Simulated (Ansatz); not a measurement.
**AlSiHO (triplet): relaxing a cheap start**

Aim: relax a generated start of AlSiHO (triplet) and see which bonds hold.

Computed with Ansatz 0.2.0, Gaussian basis. Level: UKS PBE0/def2-TZVP.

## Step 1: The starting structure

4 atoms, charge 0, spin multiplicity 3.

Atoms are counted from 1 here; the program's logs count them from 0.

Bond lengths: O1–Al2 1.679 Å, O1–H4 0.953 Å, Al2–Si3 2.331 Å. Angles: Al2–O1–H4 180.0°, O1–Al2–Si3 180.0°.

The start was built by rule and, where that kept it together, relaxed with GFN2-xTB. Sticks and bond lists go by distance. 

## Step 2: The run

in.yaml reads:

```yaml
crystal:
  periodic: [false, false, false]
  atoms:
    - {symbol: O, position_ang: [0.000000, 0.000000, -1.184039]}
    - {symbol: Al, position_ang: [0.000000, 0.000000, 0.495150]}
    - {symbol: Si, position_ang: [0.000000, 0.000000, 2.825878]}
    - {symbol: H, position_ang: [0.000000, 0.000000, -2.136989]}
basis:
  gaussian: {orbitals: def2-TZVP}
magnetization: {spin_polarized: true, initial_magnetization: 2}
hamiltonian: {xc: pbe0}
relax: {f_tol: 0.004, max_steps: 80}
```

Launch:

```sh
$ ansatz run in.yaml --threads 1 --pin off --events-out ev --progress --plain --max-ram 2176MiB
```

What does the calculation give? Wanted: energy gained; shift from the start; total energy; dipole moment; ⟨S²⟩.

The runs gave:

```
                  quantity           value
                     steps               4
             energy gained        0.018 eV
shift from the start (rms)         0.014 Å
              total energy  -16529.5125 eV
             dipole moment          3.38 D
                      ⟨S²⟩           2.009
```

What this shows: The bonds of the start are those of the end. Al2–Si3 went from 2.331 to 2.361 Å. No vibrations were run, so this is a stationary point, not a proven minimum, and this spin need not be the ground state's.
